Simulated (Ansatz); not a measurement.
# CHSi (quartet): wave-function methods side by side at distance C2–H3 = 1.096 Å, 6-31G

How much of the correlation energy of CHSi (quartet) does each wave-function method recover here?

Program: Ansatz 0.2.0, Gaussian basis. Level of theory: 6-31G, core rule «outside noble gas», up to 6 orbitals frozen. These are calculated values, not measurements.

The runs, in order: UHF; CCSD(T) on ROHF; CCSD(T) on UHF; BCCD(T) on ROHF; CISD; CCSDT(Q) on ROHF; CCSDT(Q) on UHF; CCSDTQ on ROHF; CASSCF and MRCISD+Q, 5 electrons in 5 orbitals; CASSCF and NEVPT2, 5 electrons in 5 orbitals; CASSCF and MRCISD+Q, 9 electrons in 9 orbitals; CASSCF and NEVPT4(SD), 9 electrons in 9 orbitals; CASSCF and NEVPT2, 9 electrons in 9 orbitals; Full CI.

18 further runs of the same task are left out: 2 for a mislabelled method, 13 that didn't finish, 3 set aside as unsound or not needed.

## Step 1: The system

The geometry derives from a PBE0/def2-TZVP stationary point (not a proven minimum). One bond is set to the value named and the two fragments are kept rigid.

3 atoms, charge 0, spin multiplicity 4.

Atoms are counted from 1 here; the program's logs count them from 0.

Bond lengths: Si1–C2 1.893 Å, C2–H3 1.096 Å. Angles: Si1–C2–H3 133.1°.

## Step 2: UHF

in.yaml reads:

```yaml
crystal:
  periodic: [false, false, false]
  atoms:
    - {symbol: Si, position_ang: [0.000000, 0.032553, 0.617233]}
    - {symbol: C, position_ang: [0.000000, -0.127023, -1.268554]}
    - {symbol: H, position_ang: [0.000000, 0.606549, -2.082531]}
basis:
  gaussian: {orbitals: 6-31G}
magnetization: {spin_polarized: true, initial_magnetization: 3}
hamiltonian: {xc: hf}
output: {orbitals: {seedname: orbitals}}
```

On the command line:

```
$ ansatz run in.yaml --threads 1 --pin off --events-out ev --progress --plain --max-ram 2393MiB
```

The runs that follow: CCSD(T) on ROHF; CCSD(T) on UHF; BCCD(T) on ROHF; CISD; CCSDT(Q) on ROHF; CCSDT(Q) on UHF; CCSDTQ on ROHF; CASSCF and MRCISD+Q, 5 electrons in 5 orbitals; CASSCF and NEVPT2, 5 electrons in 5 orbitals; CASSCF and MRCISD+Q, 9 electrons in 9 orbitals; CASSCF and NEVPT4(SD), 9 electrons in 9 orbitals; CASSCF and NEVPT2, 9 electrons in 9 orbitals; Full CI.

Q: Predict the results of all the runs planned. Wanted: FCI below the RHF energy; RMP2 from FCI; UMP2 from FCI; RCCSD from FCI; RCCSD(T) from FCI; UCCSD(T) from FCI; RCCSDT(Q) from FCI; UCCSDT(Q) from FCI; MRCISD+Q pair from FCI.

The runs gave:

| quantity | value |
| --- | --- |
| FCI below the RHF energy | -2.9139 eV |
| RMP2 from FCI | +760.7 meV |
| UMP2 from FCI | +737.0 meV |
| RCCSD from FCI | +80.8 meV |
| RCCSD(T) from FCI | +24.3 meV |
| UCCSD(T) from FCI | +24.5 meV |
| RCCSDT(Q) from FCI | +0.9 meV |
| UCCSDT(Q) from FCI | +0.2 meV |
| MRCISD+Q pair from FCI | +3.1 meV |
| NEVPT2 valence from FCI | +322.2 meV |
| NEVPT4(SD) valence from FCI | +48.5 meV |
| levels within 1 kcal/mol (43 meV) | RCCSD(T), UCCSD(T), BCCD(T), RCCSDT, UCCSDT, RCCSDT(Q), UCCSDT(Q), RCCSDTQ, MRCISD+Q pair, MRCISD+Q valence |
| T1 diagnostic | 0.028 |
| effectively unpaired electrons | 3.05 |

RCCSD(T) lands +24.3 meV from the yardstick (0.8 % of the correlation energy). One determinant dominates. Of the multireference levels listed MRCISD+Q pair comes nearest in total energy (+3.1 meV), which doesn't show that its space is the better one. These misses are within one basis, not against nature; the frozen cores of restricted and unrestricted runs differ, which can shift their rows.
